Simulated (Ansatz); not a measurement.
A nudged elastic band was laid between two geometries of FH3NSi (6 atoms, charge 0, multiplicity 2).

Level of theory: UKS PBE/def2-SVP (Ansatz 0.2.0).

```yaml
movable_images: 5
climbing_image: yes
spring: 5.0 eV/Å²
optimiser: quadratic models (default)
start_path: IDPP
force_threshold: 0.03 eV/Å
iteration_limit: 60
end_points: relaxed
```

First end point:

```xyz
6
Properties=species:S:1:pos:R:3
N -0.362 0.215 -0.761
Si 0.200 -0.536 0.707
F 1.837 -0.710 0.593
H -1.226 0.764 -0.722
H -0.282 -0.266 -1.661
H -0.125 0.468 1.798
```

Last end point:

```xyz
6
Properties=species:S:1:pos:R:3
N -0.363 0.214 -0.762
Si 0.200 -0.535 0.707
F 1.837 -0.709 0.595
H -0.284 -0.270 -1.661
H -1.225 0.765 -0.723
H -0.122 0.471 1.798
```

Problem. What changes between the two ends?

Solution. No bond is made or broken. The dihedral H5–N1–Si2–F3 goes from 65 to -153°. The two ends are copies of one structure, up to a mirror image or an exchange of like atoms.

Problem. What energy profile does the band end with?

Solution. The forces met the threshold. The highest image is number 3 of 0 to 6, 0.074 eV above the ends, which have the same energy within 2 meV. A vibrational analysis at the climbing image gives one clearly imaginary mode, 175i cm⁻¹: a first-order saddle point.

```csv
image,path coordinate (Å),energy (eV),dihedral H5–N1–Si2–F3 (°)
0,0.00,0.000,65
1,0.59,0.021,36
2,1.18,0.052,2
3,1.77,0.074,-30
4,2.30,0.050,-62
5,2.83,0.019,-104
6,3.37,0.000,-153
```

Problem. What is the geometry of the highest image?

Solution. 
```xyz
6
Properties=species:S:1:pos:R:3
N -0.616 0.194 -0.676
Si 0.097 -0.267 0.840
F 1.539 -1.035 0.593
H -1.438 -0.319 -1.005
H -0.003 0.418 -1.468
H 0.462 0.945 1.670
```

Problem. What are the harmonic wavenumbers there?

Solution. 175i, 290, 392, 610, 774, 796, 833, 875, 1483, 2086, 3457, 3566 cm⁻¹.

Time of the run: 84 s on 1 CPU thread of a shared host.
